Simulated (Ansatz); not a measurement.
Two isomers of C6H12: A = `CC(C)=C(C)C`, B = `C/C=C(/C)CC`.

Gas-phase electronic energies from Ansatz, PBE0-D4/def2-TZVP geometries. CBS: MP2 limit from def2 TZ/QZ plus the TZ coupled-cluster correction, frozen cores. Functionals use def2-TZVPP. B3LYP here is the variant with VWN-RPA as its local correlation; programs differ in this. Each species was taken in one conformer, which may not be the lowest.

Q: Which is lower in electronic energy at CCSD(T)/CBS, and by how much? (Estimate.)

A: Computed: B, by 10.6 kJ/mol.

Q: Give E(B) − E(A) in kJ/mol with LDA (SPW92), MP2/def2-TZVPP, B2PLYP, CCSD(T)/def2-SVP, r2SCAN-D4, B3LYP, BLYP-D4. (Best estimate.)

A: The calculation gave: LDA (SPW92) -1.8, MP2/def2-TZVPP -9.2, B2PLYP -11.6, CCSD(T)/def2-SVP -9.0, r2SCAN-D4 -7.8, B3LYP -12.1, BLYP-D4 -8.2. None reverses the order clearly.

Largest T1 diagnostic: 0.009.

Leaving LDA and LC-ωPBE aside and taking each functional with its dispersion term where it has one, the values, not all of them listed here, spread over 7.8 kJ/mol, from BHLYP-D4 to revPBE-D4. LDA lies +6.0 kJ/mol from PBE without D4. In def2-TZVPP, CCSD(T) changes the Hartree–Fock value by +11.6 kJ/mol (the triples alone add +1.8 kJ/mol) and MP2 by +13.4 kJ/mol.
